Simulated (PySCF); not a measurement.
Computed with PBE-D3(BJ)/def2-TZVP // PBE0-D3(BJ)/def2-SVP (PySCF). Isolated molecules, 0 K electronic values unless said otherwise. 

Reference species (SMILES): `N` (neutral, multiplicity 1).

| Property | Value |
|---|---|
| HOMO | -6.07 eV |

Changed species: `CSC` (free base S(CH3)2; the reference has free base NH3).

Question: Give the shifts of the HOMO.

Answer: the HOMO goes up by 1.05 eV, to -5.02 eV.
